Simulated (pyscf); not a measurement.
A first-order saddle from PySCF, ωB97X-D3(BJ)/def2-SVP:

```
P
H 1 1.4227
H 1 1.8882 2 93.27
H 3 0.9695 1 161.11 2 -116.05
Si 4 1.7311 3 76.12 1 8.07
H 5 1.4808 4 101.53 3 -89.62
H 5 1.4934 6 118.93 3 -128.22
H 5 1.5090 6 107.69 3 117.13
Ga 1 2.2580 2 101.19 3 85.80
H 9 1.5676 1 119.40 2 -161.03
P 9 2.2998 10 121.03 1 -178.15
H 11 1.4227 9 95.43 10 -143.59
H 11 1.4237 12 95.54 9 -96.37
```

Surface: singlet, charge 0. Lowest wavenumbers (cm⁻¹): 1489i, 39, 57, 96, 103.

Task: What reaction is this the transition state of?

Result: H₂P–GaH–PH₂ (SMILES [PH2][GaH][PH2]) + SiH₄ (SMILES [SiH4]) <-> H₃Si–PH–GaH–PH₂ (SMILES [SiH3][PH][GaH][PH2]) + H₂ (SMILES [H][H]), a four-centre exchange read from left to right: H–P, H–Si broken and P–Si, H–H formed. At ωB97M-D3(BJ)/def2-TZVP it lies +2.77 eV from the left side and +2.82 eV from the right (each side as separated species at their lowest minima found). At the saddle there is also a short H–Si contact that neither side keeps. One saddle was located; it need not be the lowest between these sides. Elements up to Kr have no core potential and no relativistic terms here.
